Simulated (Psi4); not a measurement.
**CH3AlO (Al(CO)H3), step by step**

Wanted: a structure relaxation (MP2/3-21G), then the harmonic vibrations, then the energy (MP2/cc-pVTZ) of CH3AlO (Al(CO)H3). 

Program for the calculation: Psi4 1.11.

**1. The molecule**

The species is CH3AlO (6 atoms), meant as a singlet with charge 0. As SMILES, `[H][Al]([H])([H])<-[C-]#[O+]`. Geometry: a GFN2-xTB relaxation, a rough one for these elements and not checked as a minimum. The run starts from this shape.

Bond lengths: Al1–C2 2.094 Å, C2–O3 1.126 Å, Al1–H4 1.577 Å, Al1–H5 1.545 Å, Al1–H6 1.577 Å. Angles: Al1–C2–O3 141.2°, C2–Al1–H4 78.4°, C2–Al1–H5 133.6°, C2–Al1–H6 78.3°, H4–Al1–H5 118.1°, H4–Al1–H6 119.8°, H5–Al1–H6 118.1°.

**2. A geometry optimisation at MP2/3-21G (density fitting, density fitting for correlation) (run 1)**

ch3alo.py reads:

```python
import psi4

psi4.set_memory(1600000000)
psi4.set_num_threads(1)
psi4.set_output_file('run.log', False)

molecule = psi4.geometry("""
0 1
Al    -0.199510    -0.012510    -0.765670
C      0.178800     0.454460     1.239830
O      0.582630    -0.003390     2.185370
H      1.364860    -0.193790    -0.688020
H     -0.782320     0.784950    -1.953560
H     -1.144460    -1.029730    -0.017950
units angstrom
""")

options = {'reference': 'rhf', 'geom_maxiter': 60, 'freeze_core': True}
psi4.set_options(options)

result, w = psi4.optimize('mp2/3-21G', return_wfn=True)
print(f'mp2/3-21G energy: {result:.10f} Eh')
molecule.save_xyz_file('final.xyz', False)
for k, v in sorted(psi4.core.scalar_variables().items()):
    print(f'{k:45s} {v:18.10f}')
```

The run is started by

```sh
python ch3alo.py
```

run.log:

```text
[...]
  Running in c1 symmetry.
[...]
  Nuclear repulsion =   81.517240259074100
[...]
  Multiplicity = 1
[...]
  Nalpha       = 15
  Nbeta        = 15
[...]
    Number of basis functions: 37
[...]
   @DF-RHF iter   0:  -354.38722460528084   -3.54387e+02   1.30042e-03
[...]
   @DF-RHF iter  11:  -354.39104913605331   -5.68434e-14   7.53827e-11 DIIS
[...]
    Orbital Energies [Eh]
    ---------------------
    Doubly Occupied:
       1A    -58.050232     2A    -20.655043     3A    -11.411345
       4A     -4.857709     5A     -3.161775     6A     -3.160755
       7A     -3.160754     8A     -1.590291     9A     -0.852056
      10A     -0.695292    11A     -0.684450    12A     -0.684432
      13A     -0.518264    14A     -0.414211    15A     -0.414030
[...]
  @DF-RHF Final Energy:  -354.39104913605331
   => Energetics <=
    Nuclear Repulsion Energy =             76.2289434645778528
    One-Electron Energy =                -640.6187028583331085
    Two-Electron Energy =                 209.9987102577019868
    Total Energy =                       -354.3910491360533115
[...]
 Multipole Moments:
 ------------------------------------------------------------------------------------
     Multipole            Electronic (a.u.)      Nuclear  (a.u.)        Total (a.u.)
 ------------------------------------------------------------------------------------
 L = 1.  Multiply by 2.5417464519 to convert [e a0] to [Debye]
 Dipole X            :          0.6222964           -0.4919216            0.1303748
 Dipole Y            :          1.0796664           -0.8575882            0.2220782
 Dipole Z            :          3.6839659           -2.9195709            0.7643950
 Magnitude           :                                                    0.8066078
[...]
  -Total Gradient:
     Atom            X                  Y                   Z
    ------   -----------------  -----------------  -----------------
       1        0.000129162232    -0.000158742135     0.000096653245
       2       -0.000116949954     0.000139923730    -0.000065012212
       3        0.000035977866    -0.000048150906     0.000010753364
       4       -0.000025050460     0.000015731910    -0.000073971902
       5        0.000001750487     0.000014634073     0.000070820620
       6       -0.000024890171     0.000036603328    -0.000039243121
[...]
    Final optimized geometry and variables:
    Molecular point group: c1
    Full point group: C1
    Geometry (in Angstrom), charge = 0, multiplicity = 1:
    AL          -0.221969693558    -0.390154765575    -1.323120285561
    C            0.135307257617     0.237623303783     0.806180259063
    O            0.319926515792     0.562012411182     1.906441195010
    H            1.319895350119    -0.739795691443    -1.655503265039
    H           -0.824355364952     1.029166946732    -1.806279935020
    H           -1.241503354580    -1.593014541907    -0.971234578438
[...]
```

Standard output:

```text
Optimizer: Optimization complete!
mp2/3-21G energy: -354.6578118239 Eh
CURRENT CORRELATION ENERGY                         -0.2667626879
CURRENT ENERGY                                   -354.6578118239
CURRENT REFERENCE ENERGY                         -354.3910491361
CUSTOM SCS-MP2 CORRELATION ENERGY                  -0.2649627934
CUSTOM SCS-MP2 TOTAL ENERGY                      -354.6560119294
DD SOLVATION ENERGY                                 0.0000000000
HF KINETIC ENERGY                                 353.4432854403
HF POTENTIAL ENERGY                              -707.8343345763
HF TOTAL ENERGY                                  -354.3910491361
HF VIRIAL RATIO                                     2.0026815156
MP2 CORRELATION ENERGY                             -0.2667626879
MP2 DOUBLES ENERGY                                 -0.2667626879
MP2 OPPOSITE-SPIN CORRELATION ENERGY               -0.2031252663
MP2 SAME-SPIN CORRELATION ENERGY                   -0.0636374216
MP2 SINGLES ENERGY                                 -0.0000000000
MP2 TOTAL ENERGY                                 -354.6578118239
NUCLEAR REPULSION ENERGY                           76.2289434646
ONE-ELECTRON ENERGY                              -640.6187028583
OPTIMIZATION ITERATIONS                            11.0000000000
PCM POLARIZATION ENERGY                             0.0000000000
PE ENERGY                                           0.0000000000
SCF ITERATION ENERGY                             -354.3910491361
SCF ITERATIONS                                     11.0000000000
SCF TOTAL ENERGY                                 -354.3910491361
SCS-MP2 CORRELATION ENERGY                         -0.2649627934
SCS-MP2 TOTAL ENERGY                             -354.6560119294
TWO-ELECTRON ENERGY                               209.9987102577
```

Run time: 15 s. Hardware: 1 thread of AMD EPYC 7R13 (Zen 3), shared host; peak memory 0.2 GiB.

The path in brief:

```csv
step,energy from the first frame kept (eV),largest force (eV/Å)
0,0.0000,4.8575
1,-0.4556,0.8890
2,-0.6205,0.8439
3,-0.7089,0.8213
4,-0.7468,0.4159
5,-0.7697,0.4577
6,-0.7825,0.4262
7,-0.7844,0.2245
8,-0.7851,0.0424
9,-0.7852,0.0177
10,-0.7852,0.0116
```

After the run. Bond lengths: Al1–C2 2.248 Å, C2–O3 1.162 Å, Al1–H4 1.616 Å, Al1–H5 1.616 Å, Al1–H6 1.616 Å. Angles: Al1–C2–O3 180.0°, C2–Al1–H4 95.9°, C2–Al1–H5 95.6°, C2–Al1–H6 95.8°, H4–Al1–H5 119.0°, H4–Al1–H6 119.1°, H5–Al1–H6 118.9°.

**3. The harmonic vibrations at MP2/3-21G (density fitting, density fitting for correlation) (run 2)**

ch3alo.xyz reads:

```xyz
6
CH3AlO
Al    -0.126878    -0.310504    -0.866336
C      0.230399     0.317274     1.262965
O      0.415018     0.641663     2.363226
H      1.414987    -0.660145    -1.198719
H     -0.729264     1.108818    -1.349495
H     -1.146412    -1.513363    -0.514450
```

calc.py reads:

```python
import psi4

psi4.set_memory('1600 MB')
psi4.set_num_threads(1)
psi4.set_output_file('run.log', False)

with open('ch3alo.xyz') as f:
    atoms = ''.join(f.readlines()[2:])
m = psi4.geometry('0 1\n' + atoms + '')

psi4.set_options(dict(basis='3-21G', t=600.0, freeze_core=True, rotational_symmetry_number=3))

e, wfn = psi4.frequencies('mp2', return_wfn=True)
print(f'mp2 energy: {e:.10f} Eh')
print('wavenumbers / cm^-1:', wfn.frequencies().np.round(1))
for k in ('ZPVE', 'ENTHALPY', 'GIBBS FREE ENERGY'):
    print(f'{k}: {psi4.variable(k):.8f} Eh')
```

The run is started by

```sh
python calc.py
```

run.log, cut to the lines that bear on the results:

```text
[...]
  Running in c1 symmetry.
[...]
  Nuclear repulsion =   76.230274649638858
[...]
  Multiplicity = 1
[...]
  Nalpha       = 15
  Nbeta        = 15
[...]
    Number of basis functions: 37
[...]
   @DF-RHF iter   1:  -354.33464147699249   -1.26494e+00   7.93914e-03 ADIIS/DIIS
[...]
   @DF-RHF iter  14:  -354.39105421302821   -1.70530e-13   2.57676e-11 DIIS
[...]
  @DF-RHF Final Energy:  -354.39105421302821
   => Energetics <=
    Nuclear Repulsion Energy =             76.2319056410647988
    One-Electron Energy =                -640.6251298732574924
    Two-Electron Energy =                 210.0021700191644527
    Total Energy =                       -354.3910542130282124
[...]
 Multipole Moments:
 ------------------------------------------------------------------------------------
     Multipole            Electronic (a.u.)      Nuclear  (a.u.)        Total (a.u.)
 ------------------------------------------------------------------------------------
[...]
  -Total Gradient:
     Atom            X                  Y                   Z
    ------   -----------------  -----------------  -----------------
       1        0.000031106714    -0.000134353479     0.000086556774
       2       -0.000108632333     0.000196739523    -0.000084814991
       3        0.000033210445    -0.000065670161     0.000015929610
       4       -0.000028729821     0.000003216523    -0.000069885071
       5        0.000041062314    -0.000111026396     0.000142832257
       6        0.000031982681     0.000111093993    -0.000090618575
[...]
  ==> Harmonic Vibrational Analysis <==
[...]
  Freq [cm^-1]                 198.4578            198.6112            264.9063
[...]
  IR activ [km/mol]            21.1815             21.2561              7.7596
[...]
  Freq [cm^-1]                 524.6763            526.3945            740.9747
[...]
  IR activ [km/mol]            11.7714             12.0411             658.6936
[...]
  Freq [cm^-1]                 757.8910            758.2152           1898.6251
[...]
  IR activ [km/mol]            278.3219            278.1712            31.5590
[...]
  Freq [cm^-1]                1899.9555           1900.5940           2029.9823
[...]
  IR activ [km/mol]            283.6992            298.6184            121.4592
[...]
  Total E_0, Enthalpy at 0 [K]                                                         -354.63115889 [Eh]
[...]
  Total H, Enthalpy at  600.00 [K]                                                     -354.61496150 [Eh]
[...]
```

Standard output:

```text
Warning: used thermodynamics relations inappropriate for low-frequency modes: ['198.4578' '198.6112' '264.9063' '524.6763' '526.3945']
mp2 energy: -354.6578118230 Eh
wavenumbers / cm^-1: [ 198.5  198.6  264.9  524.7  526.4  741.   757.9  758.2 1898.6 1900.
 1900.6 2030. ]
ZPVE: 0.02665293 Eh
ENTHALPY: -354.61496150 Eh
GIBBS FREE ENERGY: -354.69309763 Eh
```

Wall time 39 s (1 thread of AMD EPYC 7R13 (Zen 3), shared host); peak memory 0.2 GiB.

**4. A single-point energy at MP2/cc-pVTZ (density fitting, density fitting for correlation) (run 3)**

calc.in reads:

```
memory 1600 mb

molecule system {
  Al    -0.23976467    -0.58676752    -1.63713777
  C      0.43539101     0.59956097     2.38665795
  O      0.78427036     1.21256733     4.46584991
  H      2.67393790    -1.24749325    -2.26525061
  H     -1.37810923     2.09536234    -2.55017596
  H     -2.16640471    -2.85984160    -0.97216960
  units bohr
}

set basis cc-pVTZ
set reference rhf
set freeze_core true

energy('mp2')
```

The run is started by

```sh
psi4 -n 1 calc.in calc.out
```

calc.out:

```text
[...]
  Running in c1 symmetry.
[...]
  Nuclear repulsion =   76.228938605624876
[...]
  Multiplicity = 1
[...]
  Nalpha       = 15
  Nbeta        = 15
[...]
    Number of basis functions: 136
[...]
   @DF-RHF iter   1:  -356.36427779193838   -1.26841e+00   2.36437e-03 DIIS/ADIIS
[...]
   @DF-RHF iter  10:  -356.42405683521827   -2.24532e-11   7.80303e-09 DIIS
[...]
    Orbital Energies [Eh]
    ---------------------
    Doubly Occupied:
       1A    -58.463029     2A    -20.728561     3A    -11.446244
       4A     -4.877597     5A     -3.193229     6A     -3.190625
       7A     -3.190624     8A     -1.553617     9A     -0.859648
      10A     -0.694238    11A     -0.678877    12A     -0.678861
      13A     -0.517482    14A     -0.418897    15A     -0.418745
[...]
  @DF-RHF Final Energy:  -356.42405683521827
   => Energetics <=
    Nuclear Repulsion Energy =             76.2289386056248759
    One-Electron Energy =                -643.4854451731625886
    Two-Electron Energy =                 210.8324497323194180
    Total Energy =                       -356.4240568352182663
[...]
 Multipole Moments:
 ------------------------------------------------------------------------------------
     Multipole            Electronic (a.u.)      Nuclear  (a.u.)        Total (a.u.)
 ------------------------------------------------------------------------------------
 L = 1.  Multiply by 2.5417464519 to convert [e a0] to [Debye]
 Dipole X            :          0.6131763           -0.4919222            0.1212541
 Dipole Y            :          1.0648803           -0.8575872            0.2072931
 Dipole Z            :          3.6318701           -2.9195705            0.7122996
 Magnitude           :                                                    0.7516939
[...]
```

It took 5.7 s on 1 thread of AMD EPYC 7R13 (Zen 3), shared host; peak memory 0.32 GiB.

**5. Results**

| quantity | value |
| --- | --- |
| run 1, MP2/3-21G: total energy at the end | -354.65781 Eh |
| run 1, MP2/3-21G: correlation energy (7 core orbitals frozen) | -266.8 mEh |
| run 2, MP2/3-21G: correlation energy | -266.8 mEh |
| run 2, MP2/3-21G: lowest harmonic wavenumber | 198 cm⁻¹ |
| run 2, MP2/3-21G: highest harmonic wavenumber | 2030 cm⁻¹ |
| run 2, MP2/3-21G: zero-point energy | 70.0 kJ/mol |
| run 2, MP2/3-21G: ideal-gas entropy at 600 K (symmetry number 3 as used) | 81.7 cal/(mol K) |
| run 3, MP2/cc-pVTZ: total energy | -356.88968 Eh |
| run 3, MP2/cc-pVTZ: HOMO energy (Hartree–Fock orbitals) | -11.39 eV |
| run 3, MP2/cc-pVTZ: LUMO energy (Hartree–Fock orbitals) | 1.61 eV |
| run 3, MP2/cc-pVTZ: HOMO–LUMO gap (Hartree–Fock orbitals) | 13.01 eV |
| run 3, MP2/cc-pVTZ: correlation energy (7 core orbitals frozen) | -465.6 mEh |

**Reading.** The optimisation (run 1, MP2/3-21G) took 11 steps and changed the energy by -0.785 eV. All 12 modes (run 2, MP2/3-21G) are real, so the shape is a minimum at this level.
